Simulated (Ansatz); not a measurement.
Relaxation of FH$_{5}$SSi (8 atoms, charge 0, multiplicity 1), to a largest force component of 0.03 eV/Å in at most 50 steps.

These are results of RKS LDA/6-31G* in Ansatz 0.2.0, not measurements.

```xyz
8
Properties=species:S:1:pos:R:3
Si -0.512 -0.097 -0.437
H 0.034 0.199 2.156
H 0.753 -0.230 0.344
F -0.530 1.352 -1.139
H -0.627 -1.112 -1.532
S -2.156 -0.375 0.915
H -3.009 -0.702 -0.096
H -0.392 0.218 2.737
```

Task: Where does it end, and by what steps?

Result: It converged. After 4 steps the energy has fallen by 0.108 eV; H2 moved furthest, 0.30 Å.

```
step  energy less start (eV)  largest force component (eV/Å)  accepted
   0                  0.0000                           1.554       yes
   1                 -0.0979                           0.150       yes
   2                 -0.1047                           0.080       yes
   3                 -0.0949                           0.208        no
   4                 -0.1080                           0.022       yes
```

```xyz
8
Properties=species:S:1:pos:R:3
Si -0.551 -0.120 -0.532
H 0.181 0.245 2.412
H 0.682 -0.254 0.303
F -0.561 1.340 -1.207
H -0.631 -1.121 -1.641
S -2.172 -0.425 0.802
H -3.072 -0.699 -0.188
H -0.313 0.287 2.999
```

The run took 7.8 s on 1 thread of Arm Neoverse V1, with other jobs on the host, peak memory 0.12 GiB.
